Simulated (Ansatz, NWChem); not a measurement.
C2H6S2 (dimethyl disulfide): the vertical ionisation energy from total energies

C2H6S2: 10 atoms, total charge 0, spin state singlet. As SMILES, `CSSC`. The shape is that of a PBE0-D4/def2-TZVP optimisation. This is one conformer, not always the lowest.

```xyz
10

C    -1.0513    1.5018   -0.3172
S     0.7404    1.3567   -0.1539
S     0.9678   -0.1197    1.2169
C     0.9152   -1.6246    0.2219
H    -1.4854    0.5952   -0.7384
H    -1.5061    1.7265    0.6467
H    -1.2287    2.3325   -1.0043
H     1.0958   -2.4526    0.9114
H    -0.0614   -1.7581   -0.2432
H     1.6966   -1.6089   -0.5368
```

Both states at this one shape; open shells run unrestricted unless said. 1 Eh = 27.2114 eV.

```tsv
level	program	singlet C2H6S2 (Eh)	doublet [C2H6S2]+ (Eh)	HOMO of the first (eV)
HF/STO-3G	Ansatz	-864.662261	-864.459401	-6.76
BLYP/cc-pVDZ	Ansatz	-876.141476	-875.834957	-5.19
M06-2X/cc-pVDZ	NWChem	-876.122613	-875.794150	-7.73
wB97M-V/cc-pVDZ	Ansatz	-876.110486	-875.783620	-8.78
```

Q: Work out the vertical ionisation energy at each level.

A: 
1. HF/STO-3G: -864.459401 − (-864.662261) = 0.202860 Eh = 5.52 eV; −ε(HOMO) = 6.76 eV.
2. BLYP/cc-pVDZ: -875.834957 − (-876.141476) = 0.306519 Eh = 8.34 eV; −ε(HOMO) = 5.19 eV.
3. M06-2X/cc-pVDZ: -875.794150 − (-876.122613) = 0.328463 Eh = 8.94 eV; −ε(HOMO) = 7.73 eV.
4. wB97M-V/cc-pVDZ: -875.783620 − (-876.110486) = 0.326866 Eh = 8.89 eV; −ε(HOMO) = 8.78 eV.

No measured value is set beside it here; the levels span 5.52 to 8.94 eV. In Hartree–Fock, −ε(HOMO) (Koopmans) exceeds the difference of totals by the orbital relaxation of the ion. In semi-local functionals −ε(HOMO) lies far under the ionisation energy, a result of self-interaction. Hartree–Fock favours the state with fewer electron pairs, since it lacks pair correlation. Minimal sets are far from the basis-set limit.
